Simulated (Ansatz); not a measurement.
Diamond was calculated with LDA (Ansatz, a program for electronic structure, PAW).

A relaxed, unreconstructed slab of the (111) face has 12 atoms, two equal faces of 5.402 Å² each and an energy of -2911.6432 eV. A bulk cell of 6 atoms with the same orientation and in-plane k mesh has -1457.9814 eV. Energies are extrapolated to zero smearing.

Run with plane-wave cutoff 500 eV, 12×12×1 k mesh (along the axes of the cell as run), gaussian smearing 0.02 eV, scalar-relativistic PAW data made under PBE.

Worked out: γ = (E_slab − N E_bulk per atom)/2A = [-2911.6432 − 12 × (-1457.9814/6)]/(2 × 5.402) = 0.3998 eV/Å². With 16.022 J/m² per eV/Å² this is 6.41 J/m², or 2.16 eV per surface cell and face.
